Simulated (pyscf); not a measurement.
PySCF, gas phase, ωB97X-D3(BJ)/def2-SVP geometries. MP2 and CC: frozen core, UHF for open shells. ΔMP2 is the change of the MP2 total energy from the triple- to the quadruple-zeta basis.

**Question.** List the bond dissociation enthalpies at 298 K of H₃C–CH₂–SiH₃ from CCSD(T)/def2-TZVPP + ΔMP2(QZVPP), from the weakest bond up.

**Answer.** C–Si to •H₂C–CH₃ + SiH₃•: 3.64 eV; C–C to CH₃• + •H₂C–SiH₃: 3.72 eV; H–Si to H₃C–CH₂–SiH₂• + H•: 4.01 eV; C–H to H₃C–CH•–SiH₃ + H•: 4.21 eV; C–H to •H₂C–CH₂–SiH₃ + H•: 4.28 eV. Ring and multiple bonds, and those that leave no two simple radicals, are not listed. H₃C–CH₂–SiH₃ lies 0.56 eV over its isomer H₃C–SiH₂–CH₃, and others may lie lower still (electronic energy, ωB97M-D3(BJ)). •H₂C–SiH₃ lies 0.46 eV over its isomer H₃C–SiH₂•, and others may lie lower still (electronic energy, ωB97M-D3(BJ)). Other isomers of •H₂C–CH₃ were not searched in full and may lie lower. The CCSD(T) − MP2 part came from Ansatz, without density fitting, on the same reference.
